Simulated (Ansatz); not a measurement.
## Molecular dynamics, step by step

LiSiH3Cl (charge +1), singlet, PBE0-D4/def2-SVP (Ansatz 0.2.0). Settings (timestep in fs, temperature in K, friction in 1/fs; T counts 18 degrees of freedom, while the starting velocities carry no drift of the centre of mass, so T starts below the set value):

```yaml
hamiltonian: {xc: pbe0, dispersion: d4}
md: {n_steps: 30, timestep: 1.0, temperature: 200, ensemble: nvt_langevin, seed: 746, friction: 0.05, initial_velocities: maxwell_boltzmann}
```

Start:

```
6
angstrom
Li 0.5134 -0.1555 -2.9774
Si -0.0298 -0.0027 0.7972
Cl -0.7582 0.3345 -1.1954
H -1.1529 0.4440 1.6357
H 1.1831 0.8300 0.8912
H 0.2443 -1.4503 0.8485
```

```tsv
step	time (fs)	potential energy less the start (meV)	kinetic energy (meV)	T (K)
0	0.00	0.0	129.3	167
2	2.00	11.2	121.3	156
4	4.00	34.9	105.4	136
6	6.00	44.0	69.9	90
8	8.00	42.6	89.1	115
10	10.00	29.7	136.2	176
12	12.00	27.7	138.5	179
14	14.00	41.5	82.4	106
16	16.00	33.8	88.6	114
18	18.00	23.2	79.8	103
20	20.00	38.0	51.9	67
22	22.00	49.1	87.4	113
24	24.00	40.8	89.5	115
26	26.00	37.7	103.2	133
28	28.00	39.9	114.1	147
30	30.00	43.5	124.8	161
```

Step 6, positions (Å) and forces (eV/Å):

| atom | x | y | z | Fx | Fy | Fz |
| --- | --- | --- | --- | --- | --- | --- |
| Li1 | 0.501 | -0.126 | -3.031 | -0.072 | 0.027 | 0.070 |
| Si2 | -0.007 | -0.006 | 0.801 | -0.278 | 0.382 | 0.219 |
| Cl3 | -0.764 | 0.333 | -1.190 | -0.008 | 0.023 | -0.387 |
| H4 | -1.205 | 0.428 | 1.623 | 0.658 | -0.190 | -0.214 |
| H5 | 1.207 | 0.899 | 0.841 | -0.424 | -0.454 | 0.155 |
| H6 | 0.244 | -1.476 | 0.791 | 0.124 | 0.213 | 0.158 |

Step 14, positions (Å) and forces (eV/Å):

```json
{"atom": "Li1", "x": "0.468", "y": "-0.100", "z": "-3.094", "Fx": "-0.126", "Fy": "0.041", "Fz": "0.165"}
{"atom": "Si2", "x": "0.013", "y": "0.000", "z": "0.799", "Fx": "0.202", "Fy": "-0.559", "Fz": "-0.510"}
{"atom": "Cl3", "x": "-0.787", "y": "0.324", "z": "-1.188", "Fx": "0.218", "Fy": "-0.107", "Fz": "-0.272"}
{"atom": "H4", "x": "-1.134", "y": "0.362", "z": "1.576", "Fx": "-0.690", "Fy": "0.346", "Fz": "0.670"}
{"atom": "H5", "x": "1.178", "y": "0.880", "z": "0.875", "Fx": "0.314", "Fy": "0.231", "Fz": "0.054"}
{"atom": "H6", "x": "0.327", "y": "-1.448", "z": "0.898", "Fx": "0.082", "Fy": "0.047", "Fz": "-0.108"}
```

Step 16, positions (Å) and forces (eV/Å):

| atom | x | y | z | Fx | Fy | Fz |
| --- | --- | --- | --- | --- | --- | --- |
| Li1 | 0.456 | -0.093 | -3.107 | -0.131 | 0.044 | 0.179 |
| Si2 | 0.014 | -0.002 | 0.799 | 0.137 | -0.139 | -0.281 |
| Cl3 | -0.792 | 0.325 | -1.185 | 0.247 | -0.140 | -0.270 |
| H4 | -1.144 | 0.360 | 1.583 | -0.469 | 0.280 | 0.508 |
| H5 | 1.186 | 0.885 | 0.884 | 0.122 | 0.120 | 0.018 |
| H6 | 0.343 | -1.434 | 0.927 | 0.095 | -0.164 | -0.155 |

Last step (30):

```
6
angstrom
Li 0.3912 -0.0113 -3.1692
Si -0.0120 -0.0166 0.7961
Cl -0.8183 0.3423 -1.1763
H -1.0868 0.3936 1.6852
H 1.0777 0.9652 0.8911
H 0.3640 -1.4383 0.8339
```

Hardware: 2 CPU threads of an Intel Xeon Platinum 8488C, shared host. Wall time about 23 s.
